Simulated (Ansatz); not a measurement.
This geometry of CH3 + ClH3Si (9 atoms, charge 0, multiplicity 2) is a first-order saddle point.

Computed with UKS CAM-B3LYP-D4/def2-SVP in Ansatz.

```xyz
9
Properties=species:S:1:pos:R:3
Si 0.000 0.000 -0.001
Cl 0.000 0.000 2.488
H 1.412 0.000 -0.473
H -0.705 1.222 -0.473
H -0.705 -1.222 -0.473
C 0.000 0.000 4.487
H -0.570 -0.889 4.772
H 1.055 -0.049 4.773
H -0.485 0.938 4.772
```

**Question.** Which two structures does it join? (They come from a converged band through this point; their orientation in space is the band's.)

**Answer.** Bonds broken: Si1–Cl2. Bonds formed: Cl2–C6. CH3 + ClH3Si becomes CH3Cl + H3Si.

Initial state:

```xyz
9
Properties=species:S:1:pos:R:3
Si 0.001 0.000 -0.284
Cl 0.001 0.002 1.783
H 1.403 0.001 -0.767
H -0.702 1.214 -0.767
H -0.700 -1.216 -0.765
C 0.000 0.000 5.180
H -0.590 -0.917 5.164
H 1.088 -0.053 5.163
H -0.499 0.969 5.166
```

Final state:

```xyz
9
Properties=species:S:1:pos:R:3
Si 0.001 0.000 -0.581
Cl -0.001 0.000 3.075
H 1.417 0.000 -1.042
H -0.708 1.227 -1.042
H -0.708 -1.227 -1.042
C 0.000 0.000 4.858
H -0.560 -0.872 5.216
H 1.035 -0.049 5.215
H -0.475 0.921 5.216
```

**Question.** How far does it lie above each of them?

**Answer.** 1.30 eV above the first and 0.39 eV above the second. This is the barrier of this one path; another mechanism may lie lower.

Run time: 3.4 min on 4 threads of Intel(R) Xeon(R) Platinum 8259CL CPU @ 2.50GHz (Skylake/Cascade Lake) (shared host), peak memory 0.31 GiB.
